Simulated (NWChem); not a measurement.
SiH$_{2}$, singlet; SMILES [SiH2]

```xyz
3

Si     0.0000     0.0000     0.1809
H      1.0934     0.0000    -0.8898
H     -1.0934     0.0000    -0.8898
```
Atoms are numbered in this order, from 1.

Computed with NWChem. Low-valent species are run as closed-shell singlets; no triplet was tried in these runs. Structure relaxed at the B3LYP/6-31G* (spherical d) level. Isotropic indirect couplings, all four terms, static geometry, non-relativistic.

**Question.** What does the run give for B3LYP/IGLO-III? Quantities: J(29Si atom 1, 1H atom 2) (Hz); J(1H atom 2, 1H atom 3) (Hz).

**Answer.** The J(29Si atom 1, 1H atom 2) (Hz) is -22.7. The J(1H atom 2, 1H atom 3) (Hz) comes out as -5.3.
